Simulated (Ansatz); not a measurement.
# CH6SSi: the cost of one run

Computed with Ansatz 0.2.0. Level: RKS r2SCAN-D4/def2-SVP.

## (1) Reference run: CH₆SSi, relaxed

Contents of input.yaml:

```yaml
crystal:
  periodic: [false, false, false]
  atoms:
    - { symbol: Si, position_ang: [-0.879849, -0.757329, 0.11674] }
    - { symbol: C, position_ang: [0.631108, 0.809581, 0.039869] }
    - { symbol: S, position_ang: [0.177098, -2.123902, -0.996879] }
    - { symbol: H, position_ang: [0.677369, -0.457847, -0.540488] }
    - { symbol: H, position_ang: [-2.071641, -0.018112, -0.435987] }
    - { symbol: H, position_ang: [-1.032191, -0.869577, 1.611991] }
    - { symbol: H, position_ang: [0.002589, 1.655044, -0.305626] }
    - { symbol: H, position_ang: [0.941309, 0.923602, 1.096049] }
    - { symbol: H, position_ang: [1.554007, 0.83854, -0.58577] }
basis:
  gaussian: { orbitals: def2-SVP }
hamiltonian:
  xc: r2scan
  dispersion: d4
output:
  forces: true
relax:
  f_tol: 0.02
  max_steps: 120
  constraints: [{ distance: [1, 3] }, { distance: [0, 1] }, { distance: [2, 3] }]
  escape_saddle: false
```

Launch:

```
ansatz run input.yaml --threads 1 --pin off --max-ram 2560MiB --backend cpu --events-out ev --progress --plain --runs-dir out
```

**Question.** How long does this run take on 1 thread of Arm Neoverse V2, shared host, and how much memory does it need?

About 21 s, with a peak of 0.13 GiB.
